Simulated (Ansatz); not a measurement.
# Potassium, bcc: convergence with Fermi-Dirac smearing

Computed with Ansatz, PBE, scalar-relativistic PAW, on the relaxed cell (a = 5.283 Å; spin not included). Errors count from a run at 420 eV on a Γ-centred 14×14×14 mesh with Fermi-Dirac smearing of 0.1 eV, extrapolated to zero width. Fixed here: cutoff 420 eV, mesh 9×9×9. The SCF starts from atomic densities corrected by a trained network.

| width (eV) | E(σ→0) error (meV/atom) | F error (meV/atom) | P (GPa) | SCF iterations |
| --- | --- | --- | --- | --- |
| 0.01 | -2.8 | -3.0 | -0.01 | 6 |
| 0.03 | -3.1 | -4.1 | -0.01 | 6 |
| 0.1 | -2.5 | -14.2 | 0.00 | 6 |
| 0.2 | -0.6 | -51.5 | 0.04 | 6 |
| 0.6 | -16.7 | -452.3 | 0.36 | 7 |
| 1.0 | -106.1 | -1179.1 | 0.83 | 7 |

Task: What does the run at 0.3 give (width)?

Result: E(σ→0) error (meV/atom): -0.3; F error (meV/atom): -115.4; P (GPa): 0.10; SCF iterations: 6.
